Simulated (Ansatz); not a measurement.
```xyz
9

C     1.1682   -0.4004    0.0000
C     0.0000    0.5595    0.0000
O    -1.1901   -0.2277    0.0000
H    -1.9466    0.3815    0.0000
H     0.0426    1.2075    0.8869
H     0.0426    1.2075   -0.8869
H     2.1159    0.1448    0.0000
H     1.1286   -1.0372    0.8859
H     1.1286   -1.0372   -0.8859
```

Basis set: pcseg-2 (spherical functions). Charge 0, multiplicity 1.

Computed with Ansatz (development build ahead of 0.2.0); free ground-state atoms in the same class of orbitals, no zero-point energy, no relativity. Restricted functionals stand beside restricted open-shell atoms, which can lie above the unrestricted atoms usual in DFT and then raise those values.

The atomization energy of singlet C2H6O from measured heats of formation, zero-point and thermal terms removed is 35.123 eV (G2/97 set, Curtiss et al., J. Chem. Phys. 106, 1063 (1997), as shipped with ASE); it holds spin-orbit and other relativistic effects.

**Question.** How far do PBE0 (restricted), PBE (restricted) miss it in this basis?

**Answer.**

| method | atomization energy (eV) | computed − measured (eV) |
| --- | --- | --- |
| PBE0 (restricted) | 35.254 | 0.131 |
| PBE (restricted) | 35.754 | 0.631 |
